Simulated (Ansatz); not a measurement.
α-phase Ga, treated with PBE-D4 (Ansatz, a program for electronic structure, PAW).

Numerical settings: plane-wave cutoff 520 eV, 14×14×12 k mesh (along the axes of the cell as run), Fermi–Dirac smearing 0.05 eV, scalar-relativistic PAW data made under PBE.

Shape and atoms are relaxed at each volume.

Pressure at four volumes; x = ln(V/18.996 Å³). One pressure is withheld.

```
V (Å³/atom)        x  P (GPa)
-----------  -------  -------
18.236       -0.0408        ?
18.616       -0.0202     1.31
18.996        0.0000     0.00
19.755        0.0392    -2.18
```

**Question.** Pass a parabola P(x) through the three rows shown, estimate the bulk modulus and its pressure derivative near zero pressure, and predict the withheld pressure.

**Answer.** Slopes between the rows: (0.00 − (1.31))/(0.0000 − (-0.0202)) = -64.85 and (-2.18 − (0.00))/(0.0392 − (0.0000)) = -55.61 GPa. Their difference over the span 0.0594 is c = 9.24/0.0594 = 155.6 GPa, so P(x) = 1.31 + (-64.85)(x − (-0.0202)) + 155.6 (x − (-0.0202))(x − (0.0000)). At the middle row B = −dP/dx = −[-64.85 + 155.6 × 0.0202] = 61.7 GPa, and B′ = dB/dP = 2c/B = 5.0. At x = -0.0408 the parabola gives 2.78 GPa; the run gives 2.80 GPa. The Birch–Murnaghan fit to the energies at all volumes has B0 = 61.6 GPa and B′ = 5.3.

Note: the bulk modulus comes from volumes at which shape and atoms were relaxed.
